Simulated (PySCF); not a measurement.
**SiH4S (Si(SH)H3): CCSDT(Q)/STO-6G**

Aim: the energy change on altering one bond length of SiH4S (Si(SH)H3) at CCSDT(Q)/STO-6G, from 2 runs. 

The results are computed with PySCF 2.14.0.

6 further runs of the same task are left out: 6 set aside as unsound or not needed.

### 1 The system as given

The species is SiH4S (6 atoms), meant as a singlet with charge 0. As SMILES, `[H][Si]([H])([H])S`. The shape is that of a GFN2-xTB optimisation.

Bond lengths: Si1–S2 2.147 Å, S2–H3 1.325 Å, Si1–H4 1.452 Å, Si1–H5 1.457 Å, Si1–H6 1.458 Å. Angles: Si1–S2–H3 97.0°, S2–Si1–H4 103.2°, S2–Si1–H5 107.7°, S2–Si1–H6 107.7°, H4–Si1–H5 113.2°, H4–Si1–H6 113.1°, H5–Si1–H6 111.3°.

### 2 The energy at CCSDT(Q)/STO-6G

run.py

```python
from pyscf import gto, scf, cc

mol = gto.Mole()
mol.atom = '''
Si       0.201210      -0.014540      -0.544580
S        0.253720       0.019820       1.601470
H       -1.056810       0.059910       1.795240
H        1.606010      -0.020690      -0.909950
H       -0.503230       1.180600      -0.990160
H       -0.500900      -1.225100      -0.952020
'''
mol.verbose = 3
mol.charge = 0
mol.basis = 'sto-6g'
mol.max_memory = 1860
mol.build()

calc0 = scf.RHF(mol)
calc0.conv_tol = 1e-10
calc0.kernel()
if not calc0.converged:
    calc0 = calc0.newton().run(calc0.mo_coeff, calc0.mo_occ)

mycc = cc.CCSDT(calc0, frozen=10)
mycc.kernel()
e_bracket, e_q = mycc.ccsdt_q()
e_tot = mycc.e_tot + e_q
print(f'total energy: {e_tot:.8f} hartree')
```

On the command line:

```sh
OMP_NUM_THREADS=1 python run.py
```

What it wrote:

```text
converged SCF energy = -686.403033940263
_make_eris_incore_RCCSDT

WARN: A large `blksize` is being used, which may cause large memory consumption
      for storing contraction intermediates. If memory is sufficient, consider using
      `pyscf.cc.rccsdt_highm.RCCSDT` instead.

RCCSDT converged
E(RCCSDT) = -686.4947742708641   E_corr = -0.09174033060148509
E_corr(same-spin) = -0.00234822842275751
E_corr(oppo-spin) = -0.0893921021787276
_make_eris_incore_RCCSDT
total energy: -686.49479121 hartree
```

Run time: 2.1 s. Hardware: 1 thread of Intel Xeon 6975P-C (Granite Rapids), shared host; peak memory 0.1 GiB.

### 3 The distorted shape, same level

input.py

```python
from pyscf import gto, cc

system = gto.M(
    atom='''
Si  -0.922640  -0.009620  -0.252281
S   -0.870130   0.024740   1.893769
H   -2.180660   0.064830   2.087539
H    1.606010  -0.020690  -0.909950
H   -1.627080   1.185520  -0.697861
H   -1.624750  -1.220180  -0.659721
''',
    verbose=3,
    max_memory=1860,
    basis='sto-6g',
)

mf = system.RHF()
mf.conv_tol = 1e-10
mf.kernel()
if not mf.converged:
    mf = mf.newton().run(mf.mo_coeff, mf.mo_occ)

mycc = cc.CCSDT(mf, frozen=10)
mycc.kernel()
e_bracket, e_q = mycc.ccsdt_q()
e_tot = mycc.e_tot + e_q
print(f'total energy: {e_tot:.8f} hartree')
```

On the command line:

```sh
OMP_NUM_THREADS=1 python input.py
```

What it wrote:

```text
converged SCF energy = -686.162275566659
_make_eris_incore_RCCSDT

WARN: A large `blksize` is being used, which may cause large memory consumption
      for storing contraction intermediates. If memory is sufficient, consider using
      `pyscf.cc.rccsdt_highm.RCCSDT` instead.

RCCSDT converged
E(RCCSDT) = -686.3395395314396   E_corr = -0.1772639647802081
E_corr(same-spin) = -0.00252998921806891
E_corr(oppo-spin) = -0.174733975562139
_make_eris_incore_RCCSDT
total energy: -686.33953544 hartree
```

Run time: 2.2 s. Hardware: 1 thread of Intel Xeon 6975P-C (Granite Rapids), shared host; peak memory 0.12 GiB.

### 4 Results

At CCSDT(Q)/STO-6G, 10 core orbitals frozen:

| quantity | value |
| --- | --- |
| first shape: total energy | -686.49479 Eh |
| first shape: dipole moment (Hartree–Fock density) | 1.52 D |
| first shape: HOMO energy (Hartree–Fock orbitals) | -6.97 eV |
| first shape: LUMO energy (Hartree–Fock orbitals) | 11.17 eV |
| first shape: HOMO–LUMO gap (Hartree–Fock orbitals) | 18.14 eV |
| first shape: correlation energy (10 core orbitals frozen) | -91.8 mEh |
| first shape: T1 diagnostic | 0.005 |
| distorted shape: total energy | -686.33954 Eh |
| distorted shape: dipole moment (Hartree–Fock density) | 1.99 D |
| distorted shape: HOMO energy (Hartree–Fock orbitals) | -6.32 eV |
| distorted shape: LUMO energy (Hartree–Fock orbitals) | 3.72 eV |
| distorted shape: HOMO–LUMO gap (Hartree–Fock orbitals) | 10.04 eV |
| distorted shape: correlation energy (10 core orbitals frozen) | -177.3 mEh |
| distorted shape: T1 diagnostic | 0.017 |
| energy change with the Si1–H4 bond stretched from 1.452 to 2.613 Å | 4.225 eV |

**Reading.** With the Si1–H4 bond stretched from 1.452 to 2.613 Å the energy rises by 4.22 eV (97 kcal/mol). The first shape isn't relaxed at this level, so the change isn't measured from a minimum. The minimal basis adds a large error of its own. Mulliken charges (first shape) of the mean-field density run from -0.16 on H6 to +0.62 on Si1. Mulliken charges (distorted shape) of the mean-field density run from -0.15 on H4 to +0.58 on Si1.
